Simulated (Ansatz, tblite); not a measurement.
**The cluster Mg3H4: rung by rung**

How do method and basis change the picture of the cluster Mg3H4 (singlet)?

Computed with Ansatz 0.2.0, Gaussian basis. Level: as each input shows.

The runs, in order: GFN1-xTB, GFN2-xTB, PBE-D4/def2-TZVP, r2SCAN-D4/def2-TZVP, LDA/def2-TZVP, HSE06-D4/def2-TZVP, ωB97M-V/def2-TZVP, PBE-QIDH/def2-TZVP, B97M-V/def2-TZVP, PBE+5HF/def2-TZVP, PBE+10HF/def2-TZVP, PBE+15HF/def2-TZVP, PBE+35HF/def2-TZVP, PBE+50HF/def2-TZVP, PBE-D4/def2-SVP, PBE0-D4/def2-SVP, HF/6-31G, B3LYP-D4/6-31G, PBE0-D4/def2-TZVPD, PBE-D4/def2-TZVPD, r2SCAN-D4/def2-TZVPD, CCSD(T)/def2-TZVPP, MP2/def2-TZVP, RPA/def2-TZVP.

## Step 1: The structure

The singlet was relaxed beforehand with r2SCAN-D4/def2-TZVP. At that level it is the lowest of the isomers that a small search found.

7 atoms, charge 0, spin multiplicity 1.

Bond lengths: Mg1–Mg3 2.746 Å, Mg1–H4 1.708 Å, Mg1–H5 1.875 Å, Mg1–H7 1.877 Å, Mg3–H5 1.875 Å, Mg3–H6 1.708 Å, Mg3–H7 1.877 Å. Angles: Mg3–Mg1–H4 174.1°, Mg3–Mg1–H5 42.9°, Mg3–Mg1–H7 43.0°, H4–Mg1–H5 137.6°, H4–Mg1–H7 137.3°, H5–Mg1–H7 85.1°, Mg1–Mg3–H5 42.9°, Mg1–Mg3–H6 174.4°, Mg1–Mg3–H7 43.0°, H5–Mg3–H6 137.6°, H5–Mg3–H7 85.1°, H6–Mg3–H7 137.3°, Mg1–H5–Mg3 94.2°, Mg1–H7–Mg3 94.0°.

PBE0-D4/def2-TZVP was run before; its log isn't repeated, and its numbers join the tables.

## Step 2: GFN1-xTB

Tight binding, by tblite at 300 K electronic temperature and without a spin-polarisation term:

```python
tblite.interface.Calculator('GFN1-xTB', numbers, positions, charge=0, uhf=0).singlepoint()
```

Energy -117.6952 eV, HOMO -10.99 eV, LUMO -6.07 eV; 0.002 s.

## Step 3: GFN2-xTB

Tight binding, by tblite at 300 K electronic temperature and without a spin-polarisation term:

```python
tblite.interface.Calculator('GFN2-xTB', numbers, positions, charge=0, uhf=0).singlepoint()
```

Energy -98.8361 eV, HOMO -8.24 eV, LUMO -5.75 eV; 0.004 s.

## Step 4: PBE-D4/def2-TZVP

start.molden holds the orbitals of an earlier run on this state, given as this run's starting guess.

Contents of in.yaml:

```yaml
crystal:
  periodic: [false, false, false]
  atoms:
    - {symbol: Mg, position_ang: [0.888340, 1.124360, -0.181928]}
    - {symbol: Mg, position_ang: [-1.426023, 0.423780, 2.213022]}
    - {symbol: Mg, position_ang: [-0.410830, -1.264952, -0.564283]}
    - {symbol: H, position_ang: [1.600812, 2.628113, 0.201538]}
    - {symbol: H, position_ang: [-0.563700, 0.496287, -1.188548]}
    - {symbol: H, position_ang: [-1.301444, -2.718973, -0.660095]}
    - {symbol: H, position_ang: [1.212846, -0.688616, 0.180295]}
basis:
  gaussian: {orbitals: def2-TZVP, initial_orbitals: start.molden}
hamiltonian: {xc: pbe, dispersion: d4}
scf: {omitted_lower_state_checks: [starts]}
output: {orbitals: {seedname: orbitals}}
```

Run with:

```sh
$ ansatz run in.yaml --threads 4 --pin off --events-out ev --progress --plain --max-ram 3916MiB
```

After this run come: r2SCAN-D4/def2-TZVP; LDA/def2-TZVP; HSE06-D4/def2-TZVP; ωB97M-V/def2-TZVP; PBE-QIDH/def2-TZVP; B97M-V/def2-TZVP; PBE+5HF/def2-TZVP; PBE+10HF/def2-TZVP; PBE+15HF/def2-TZVP; PBE+35HF/def2-TZVP; PBE+50HF/def2-TZVP; PBE-D4/def2-SVP; PBE0-D4/def2-SVP; HF/6-31G; B3LYP-D4/6-31G; PBE0-D4/def2-TZVPD; PBE-D4/def2-TZVPD; r2SCAN-D4/def2-TZVPD; CCSD(T)/def2-TZVPP; MP2/def2-TZVP; RPA/def2-TZVP.

Before running them: what should the planned runs give, taken together? Wanted: gap in def2-TZVP, named functionals, smallest and largest; gap over the share of exact exchange; correlation energy, CCSD(T)/def2-TZVPP; correlation energy, MP2/def2-TZVP; binding an atom, CCSD(T)/def2-TZVPP; PBE0 total energy, smallest basis above largest.

As calculated:

| quantity | value |
| --- | --- |
| gap in def2-TZVP, named functionals, smallest and largest | 2.85 eV (LDA), 7.52 eV (ωB97M-V) |
| gap over the share of exact exchange | 2.87 eV at 0, 5.53 eV at 0.5 |
| correlation energy, CCSD(T)/def2-TZVPP | -19.00 eV |
| correlation energy, MP2/def2-TZVP | -16.88 eV |
| binding an atom, CCSD(T)/def2-TZVPP | 1.497 eV |
| PBE0 total energy, smallest basis above largest | 5.97 eV (def2-SVP, def2-TZVPD) |

**Reading.** Over the named functionals in def2-TZVP the gap runs from 2.85 eV (LDA) to 7.52 eV (ωB97M-V); exact exchange widens it. Raising the share of exact exchange from 0 to 0.5 moves the HOMO by -1.48 eV and the LUMO by +1.17 eV. A small miss in a minimal or small basis is a cancelling of errors, not accuracy. The functionals in def2-TZVP miss CCSD(T)/def2-TZVPP by +0.003 (PBE-D4) to +0.163 eV (LDA) an atom. CCSD(T)/def2-TZVPP isn't at the basis-set limit; small misses against it rank nothing.
